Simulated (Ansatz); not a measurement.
Write a Python script for Ansatz 0.2.0 through its Python package that makes a rigid torsion scan of C2H3FO2, SMILES O=COCF. Use (for the species named): PBE0, def2-SVP basis, multiplicity 1.

```xyz
8

O     0.5737   -0.7626    1.5870
C     0.3586    0.4255    1.1881
O    -0.0797    0.8104   -0.0546
C    -0.2109   -0.2890   -0.8976
F    -0.6849    0.2074   -2.1047
H     0.5318    1.3389    1.8066
H     0.6568   -0.8725   -1.0626
H    -1.0532   -0.9152   -0.5179
```

`torsion_c2h3fo2.py`:
```python
"""Rigid torsion scan of C2H3FO2."""

import ansatz as az
from ase import Atoms

params = {
    "basis_set": "def2-SVP",
    "xc": "PBE0",
    "force_tol": 0.02,
}

atoms = Atoms(["O", "C", "O", "C", "F", "H", "H", "H"], positions=[
    (0.5737, -0.7626, 1.587),
    (0.3586, 0.4255, 1.1881),
    (-0.0797, 0.8104, -0.0546),
    (-0.2109, -0.289, -0.8976),
    (-0.6849, 0.2074, -2.1047),
    (0.5318, 1.3389, 1.8066),
    (0.6568, -0.8725, -1.0626),
    (-1.0532, -0.9152, -0.5179),
])

# relax first, so that the scan starts from a minimum
first = (
    az.Crystal.molecule_from_ase(atoms).calculation()
    .basis(gaussian=params["basis_set"])
    .functional(params["xc"])
    .relax(force_tolerance=params["force_tol"], max_steps=80)
)
atoms.positions = first.run(threads=1, pin="off").report["positions_ang"]

start = atoms.get_dihedral(1, 2, 3, 4)
energies = {}
for turn in range(0, 360, 40):
    turned = atoms.copy()
    turned.set_dihedral(1, 2, 3, 4, start + turn, indices=[3, 4, 6, 7])
    base = (
        az.Crystal.molecule_from_ase(turned).calculation()
        .basis(gaussian=params["basis_set"])
        .functional(params["xc"])
    )
    energies[round((start + turn) % 360)] = base.run(threads=1, pin="off").report["free_energy_ev"]
floor = min(energies.values())
print("dihedral C1-O2-C3-F4 (deg)   E - E(min) (kcal/mol)")
for angle, e in sorted(energies.items()):
    print(f"{angle:8d} {23.060548 * (e - floor):14.3f}  " + "#" * int(30 * (e - floor) / max(max(energies.values()) - floor, 1e-9)))
```

```console
$ python torsion_c2h3fo2.py
dihedral C1-O2-C3-F4 (deg)   E - E(min) (kcal/mol)
      22         18.402  ###########################
      62          1.566  ##
     102          0.078
     142          0.441
     182          0.249
     222          0.435
     262          0.000
     302          2.167  ###
     342         20.366  ##############################
```

The scan is rigid and the energies are electronic, in a modest basis. With rigid groups the curve can differ much from the relaxed path, the start wasn't checked as a minimum of this torsion, and equivalent turns needn't return to the same energy. The whole script took 26 s on 1 thread of Intel(R) Xeon(R) Processor @ 2.30GHz, on a shared host, peak memory 0.28 GiB.
